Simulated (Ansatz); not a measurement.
The first iterations of a band of BFH5N (8 atoms, charge 0, multiplicity 1).

These are results of RKS revPBE/def2-SVP (Ansatz 0.2.0), not measurements.

```yaml
movable_images: 7
climbing_image: yes
spring: 5.0 eV/Å²
optimiser: quadratic models (default)
start_path: through a guess of the saddle point
force_threshold: 0.2 eV/Å
iteration_limit: 60
end_points: relaxed
```

Image 0:

```xyz
8
Properties=species:S:1:pos:R:3
B 0.025 -0.113 0.165
F 0.224 0.700 1.293
H 0.969 -0.126 -0.638
H -1.105 -0.036 -0.337
N 0.049 -1.684 0.797
H -0.113 -2.385 0.061
H 0.955 -1.894 1.243
H -0.682 -1.802 1.515
```

Image 8:

```xyz
8
Properties=species:S:1:pos:R:3
B 0.100 -0.570 -0.371
F -0.411 0.242 2.378
H 1.103 0.090 -0.548
H -0.983 -0.266 -0.825
N 0.201 -1.757 0.394
H -0.571 -2.420 0.492
H 1.095 -2.135 0.715
H -0.209 -0.525 1.862
```

| iteration | highest image above the first end (eV) | largest band force component (eV/Å) |
| --- | --- | --- |
| 1 | 4.487 | 5.890 |
| 2 | 2.540 | 2.940 |
| 3 | 1.553 | 3.153 |

**Question.** Does the band converge within its limit, and where does its top end?

**Answer.** It converged. It ended after 11 iterations with the highest image 1.234 eV above the first end. The threshold of 0.2 eV/Å is loose, so the images may lie well off the minimum-energy path. Another band between the same ends (7 images) ends at a top of the same energy, where a vibrational analysis finds 1 clearly imaginary mode. The orbitals stay closed-shell, which can raise the energy where a bond breaks towards radicals; this wasn't checked here.

Run time: 110 s on 1 thread of Arm Neoverse V1, on a shared host, peak memory 0.11 GiB.
